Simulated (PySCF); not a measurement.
An unknown is described by computed data only.

Formula: Si2; triplet state.

| Quantity | Value |
| --- | --- |
| Zero-field splitting | 2.478 cm⁻¹ [unrestricted B3LYP/IGLO-III, mean-field spin–orbit] |
| Rotational structure | rotational constant B (linear): 7.792 GHz [PBE0-D3(BJ)/def2-SVP] |
| EPR couplings | largest isotropic hyperfine couplings (means over sets of like nuclei): 29Si -6.0 (×2) MHz [unrestricted B3LYP/IGLO-III, mean-field spin–orbit] |
| EPR g | 2.00141 [unrestricted B3LYP/IGLO-III, mean-field spin–orbit] |
| Dipole | 0.00 D [PBE0-D3(BJ)/def2-SVP] |

The electronic properties come from PySCF, for the isolated species, density fitting. Levels stand in brackets. Isolated species at its PBE0-D3(BJ)/def2-SVP geometry, gas phase.

Task: Propose a structure and show how it fits.

Result: The vanishing dipole is forced by symmetry. The optimised geometry has point group D∞h and is a linear rotor. The largest Mulliken spin population (1.00) sits on a silicon bonded to Si, and on each of the 2 such atoms. The couplings belong to: 29Si -6.0 MHz, silicon bonded to Si. Structure: silicon diatomic, `[Si][Si]` [triplet].
